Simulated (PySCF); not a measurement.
Dimethylphosphine, C2H7P.
Bonds: C1–P2, P2–C3. Hydrogens: H4, H5, H6 on C1; H7 on P2; H8, H9, H10 on C3.

A GFN2-xTB structure was refined with PBE0-D3(BJ)/def2-SVP geometry optimisation, gas phase (PySCF 2.14.0). Its GFN2-xTB values:

```
coordinate  GFN2-xTB
     C1–P2   1.852 Å
     C1–H4   1.088 Å
     P2–H7   1.403 Å
  C1–P2–C3     98.1°
  C1–P2–H7     95.4°
  P2–C1–H4    109.1°
  P2–C1–H6    111.5°
  H4–C1–H5    108.4°
  H4–C1–H6    109.6°
```

**Question.** How do these coordinates change at the PBE0-D3(BJ)/def2-SVP level?

**Answer.** 
| coordinate | PBE0-D3(BJ)/def2-SVP (Å or °) | change |
| --- | --- | --- |
| P2–H7 | 1.430 | +0.027 |
| C1–H4 | 1.100 | +0.012 |
| C1–P2 | 1.854 | +0.002 |
| P2–C1–H6 | 113.4 | +1.9 |
| C1–P2–C3 | 99.9 | +1.8 |
| C1–P2–H7 | 97.0 | +1.6 |
| H4–C1–H5 | 107.5 | -0.9 |
| H4–C1–H6 | 108.9 | -0.7 |
| P2–C1–H4 | 109.4 | +0.3 |

The energy falls by 0.036 eV over 4 energy and gradient evaluations, the largest force component goes from 0.0123 to 1.9e-04 Eh/bohr, and the atoms move by 0.042 Å rms after alignment. The bond that changes most is P2–H7 (phosphine phosphorus to P–H hydrogen), which lengthens by 0.027 Å. Bonds longer at the end by more than 0.005 Å: 7 of 9; shorter: 0. Rotational constants go from 15724, 7170, 5460 to 15965, 6951, 5367 MHz.

The run used 81 basis functions and 23 SCF cycles in all. Time: 5.4 s. Hardware: one thread, x86-64 server, on a shared host.

PBE0-D3(BJ)/def2-SVP frequencies: not computed here.
